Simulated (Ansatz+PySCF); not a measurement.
## Stretching singlet LiH

The Li–H distance is varied.

Basis set: 6-31G (spherical functions). Charge 0, multiplicity 1.

Computed with Ansatz (development build ahead of 0.2.0), each point on the determinant that the search for low states chose. Each curve is measured from its own lowest point listed.

| r(Li–H) (Å) | UHF-MP2 (eV) | PBE0 (restricted) (eV) | PBE0 (unrestricted) (eV) |
| --- | --- | --- | --- |
| 1.438 | 0.170 | 0.145 | 0.145 |
| 1.518 | 0.059 | 0.043 | 0.043 |
| 1.678 | 0.000 | 0.000 | 0.000 |
| 1.758 | 0.028 | 0.034 | 0.034 |
| 1.838 | 0.083 | 0.095 | 0.095 |
| 1.917 | 0.159 | 0.175 | 0.175 |
| 2.077 | 0.353 | 0.376 | 0.376 |
| 2.157 | 0.465 | 0.489 | 0.489 |
| 2.237 | 0.626 | 0.607 | 0.607 |
| 2.397 | 0.961 | 0.852 | 0.852 |
| 2.477 | 1.083 | 0.975 | 0.975 |
| 2.557 | 1.185 | 1.098 | 1.098 |
| 2.636 | 1.268 | 1.219 | 1.218 |
| 2.796 | 1.396 | 1.454 | 1.431 |
| 2.876 | 1.444 | 1.567 | 1.522 |
| 2.956 | 1.484 | 1.678 | 1.603 |
| 3.036 | 1.517 | 1.785 | 1.677 |
| 3.196 | 1.569 | 1.988 | 1.801 |
| 3.276 | 1.589 | 2.084 | 1.854 |
| 3.355 | 1.605 | 2.177 | 1.901 |
| 3.515 | 1.631 | 2.351 | 1.979 |
| 3.595 | 1.641 | 2.433 | 2.012 |
| 3.675 | 1.649 | 2.512 | 2.040 |
| 3.755 | 1.656 | 2.587 | 2.065 |
| 3.915 | 1.667 | 2.728 | 2.104 |
| 3.995 | 1.671 | 2.794 | 2.119 |

(1) Give the RHF-CCSD curve at the same distances.

## Answers

(1) r (Å), E (eV) and a bar:
```
    1.438      0.191 ###
    1.518      0.075 #
    1.678      0.000
    1.758      0.018
    1.838      0.061 #
    1.917      0.123 ##
    2.077      0.286 #####
    2.157      0.379 ######
    2.237      0.477 ########
    2.397      0.677 ###########
    2.477      0.776 #############
    2.557      0.873 ###############
    2.636      0.967 ################
    2.796      1.143 ###################
    2.876      1.223 ####################
    2.956      1.298 ######################
    3.036      1.368 #######################
    3.196      1.488 #########################
    3.276      1.540 ##########################
    3.355      1.586 ##########################
    3.515      1.662 ############################
    3.595      1.693 ############################
    3.675      1.720 #############################
    3.755      1.744 #############################
    3.915      1.781 ##############################
    3.995      1.796 ##############################
```

Caution for UHF-MP2 at some points, RHF-CCSD at some points: bonds are stretched, where a single reference can fail; large amplitudes, a single reference is doubtful. Caution for UHF-MP2 at some points: another reference gives a lower total; a plain start can end on a higher determinant. Caution for UHF-MP2 at some points, PBE0 (unrestricted) at some points: the unrestricted determinant is a mixture of spin states. Caution for RHF-CCSD at some points, PBE0 (restricted) at some points: an unrestricted determinant lies well below. Caution for RHF-CCSD at some points: the amplitudes may be one of several solutions; very large amplitudes, the method is breaking down. Caution for PBE0 (restricted) at some points, PBE0 (unrestricted) at some points: charge can spread falsely over distant fragments.
